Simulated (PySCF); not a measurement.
C2H5O, charge -1, singlet, geometry from GFN2-xTB; MP2/6-31G run with PySCF.

Here is a job for PySCF.
```python
from pyscf import gto, scf, mp

mol = gto.M(
    atom='''
C     1.117013   -0.455382    0.165849
C     0.080549    0.685375    0.063515
O    -1.266793    0.000531   -0.217414
H    -1.540679   -0.297999    0.655228
H     0.274185    1.164554   -0.944485
H     2.122451   -0.018779    0.235434
H     0.953800   -1.039116    1.085718
H     1.139219   -1.192866   -0.668773
''',
    basis='6-31g',
    charge=-1,
    spin=0,
    verbose=4,
)

mf = scf.UHF(mol)
mf.kernel()

pt = mp.MP2(mf)
pt.kernel()
print('E(MP2) = %.10f' % pt.e_tot)
mf.analyze()
```

Write the output that PySCF gives for this input, abridged.


```
PySCF version 2.14.0

[INPUT] verbose = 4
[INPUT] num. atoms = 8
[INPUT] num. electrons = 26
[INPUT] charge = -1
[INPUT] spin (= nelec alpha-beta = 2S) = 0
[INPUT] symmetry False subgroup None
[INPUT] Mole.unit = angstrom
[INPUT] Symbol           X                Y                Z      unit          X                Y                Z       unit  Magmom
[...]
nuclear repulsion = 72.1472387921245
number of shells = 25
number of NR pGTOs = 86
number of NR cGTOs = 37
basis = 6-31g
ecp = {}

******** <class 'pyscf.scf.uhf.UHF'> ********
method = UHF
initial guess = minao
damping factor = 0
level_shift factor = 0
DIIS = <class 'pyscf.scf.diis.CDIIS'>
diis_start_cycle = 1
diis_space = 8
diis_damp = 0
SCF conv_tol = 1e-09
SCF conv_tol_grad = None
SCF max_cycles = 50
direct_scf = True
direct_scf_tol = 1e-13
number electrons alpha = 13  beta = 13
Set gradient conv threshold to 3.16228e-05
init E= -153.17374421234
cycle= 1 E= -153.230236381634  delta_E= -0.0565  |g|= 0.374  |ddm|= 1.69
cycle= 2 E= -153.28186940513  delta_E= -0.0516  |g|= 0.226  |ddm|= 0.572
cycle= 3 E= -153.301071913759  delta_E= -0.0192  |g|= 0.0287  |ddm|= 0.21
cycle= 4 E= -153.302018812526  delta_E= -0.000947  |g|= 0.0108  |ddm|= 0.0958
cycle= 5 E= -153.302150477946  delta_E= -0.000132  |g|= 0.00351  |ddm|= 0.0349
cycle= 6 E= -153.302180370671  delta_E= -2.99e-05  |g|= 0.000821  |ddm|= 0.0274
cycle= 7 E= -153.302181945902  delta_E= -1.58e-06  |g|= 0.000244  |ddm|= 0.00586
cycle= 8 E= -153.302182067442  delta_E= -1.22e-07  |g|= 0.000121  |ddm|= 0.000999
cycle= 9 E= -153.302182094776  delta_E= -2.73e-08  |g|= 6.38e-05  |ddm|= 0.000382
cycle= 10 E= -153.302182104934  delta_E= -1.02e-08  |g|= 2.47e-05  |ddm|= 0.000289
cycle= 11 E= -153.302182106632  delta_E= -1.7e-09  |g|= 5.77e-06  |ddm|= 0.000138
cycle= 12 E= -153.302182106718  delta_E= -8.61e-11  |g|= 2.05e-06  |ddm|= 3.09e-05
Extra cycle  E= -153.302182106726  delta_E= -8.19e-12  |g|= 1.41e-06  |ddm|= 5.82e-06
converged SCF energy = -153.302182106726  <S^2> = 1.1003287e-10  2S+1 = 1

******** <class 'pyscf.mp.ump2.UMP2'> ********
nocc = (np.int64(13), np.int64(13)), nmo = (37, 37)
E(UMP2) = -153.613178379365  E_corr = -0.310996272639703
E(SCS-UMP2) = -153.614982043926  E_corr = -0.312799937200339
E_corr(same-spin) = -0.069687219193043
E_corr(oppo-spin) = -0.24130905344666
E(MP2) = -153.6131783794
**** SCF Summaries ****
Total Energy =                        -153.302182106725752
Nuclear Repulsion Energy =              72.147238792124526
One-electron Energy =                 -358.160490621183044
Two-electron Energy =                  132.711069722332780
Two-electron Coulomb Energy =          153.254754420877987
DFT Exchange-Correlation Energy =      -20.543684698545206
**** MO energy ****
                             alpha | beta                alpha | beta
[...]
To work with the spin densities directly, `use mulliken_meta_spin()` only printing them here.

 ** Mulliken spin pop alpha/beta on meta-lowdin orthogonal AOs **
 ** Mulliken Spin Density (per AO)  **
spin_pop of  0 C 1s       -0.00000
spin_pop of  0 C 2s        0.00000
spin_pop of  0 C 3s       -0.00000
spin_pop of  0 C 2px       0.00000
spin_pop of  0 C 2py       0.00000
spin_pop of  0 C 2pz       0.00000
spin_pop of  0 C 3px      -0.00000
spin_pop of  0 C 3py      -0.00000
spin_pop of  0 C 3pz      -0.00000
spin_pop of  1 C 1s        0.00000
spin_pop of  1 C 2s        0.00000
spin_pop of  1 C 3s        0.00000
spin_pop of  1 C 2px      -0.00000
spin_pop of  1 C 2py      -0.00000
spin_pop of  1 C 2pz      -0.00000
spin_pop of  1 C 3px       0.00000
spin_pop of  1 C 3py      -0.00000
spin_pop of  1 C 3pz       0.00000
spin_pop of  2 O 1s       -0.00000
spin_pop of  2 O 2s        0.00000
spin_pop of  2 O 3s       -0.00000
spin_pop of  2 O 2px       0.00000
spin_pop of  2 O 2py       0.00000
spin_pop of  2 O 2pz       0.00000
spin_pop of  2 O 3px      -0.00000
spin_pop of  2 O 3py      -0.00000
spin_pop of  2 O 3pz       0.00000
spin_pop of  3 H 1s       -0.00000
spin_pop of  3 H 2s        0.00000
spin_pop of  4 H 1s        0.00000
spin_pop of  4 H 2s       -0.00000
spin_pop of  5 H 1s       -0.00000
spin_pop of  5 H 2s        0.00000
spin_pop of  6 H 1s       -0.00000
spin_pop of  6 H 2s        0.00000
spin_pop of  7 H 1s       -0.00000
spin_pop of  7 H 2s       -0.00000
 ** Mulliken Spin Density (per atom)  **
spin density of  0 C =      0.00000
spin density of  1 C =     -0.00001
spin density of  2 O =      0.00000
spin density of  3 H =     -0.00000
spin density of  4 H =      0.00000
spin density of  5 H =     -0.00000
spin density of  6 H =     -0.00000
spin density of  7 H =     -0.00000
 ** Mulliken pop alpha/beta on meta-lowdin orthogonal AOs **
 ** Mulliken pop       alpha | beta **
[...]
In total            13.00000 | 13.00000
 ** Mulliken atomic charges   ( Nelec_alpha | Nelec_beta ) **
charge of  0C =     -0.27442  (     3.13721      3.13721 )
charge of  1C =     -0.40399  (     3.20199      3.20200 )
charge of  2O =     -0.66276  (     4.33138      4.33138 )
charge of  3H =      0.26248  (     0.36876      0.36876 )
charge of  4H =     -0.01624  (     0.50812      0.50812 )
charge of  5H =      0.04680  (     0.47660      0.47660 )
charge of  6H =      0.03585  (     0.48207      0.48207 )
charge of  7H =      0.01228  (     0.49386      0.49386 )

WARN: System has nonzero charge -1; the dipole moment is origin-dependent.
Location of origin: [0. 0. 0.]

Dipole moment(X, Y, Z, Debye):  0.87951, -2.59204,  0.71728
```
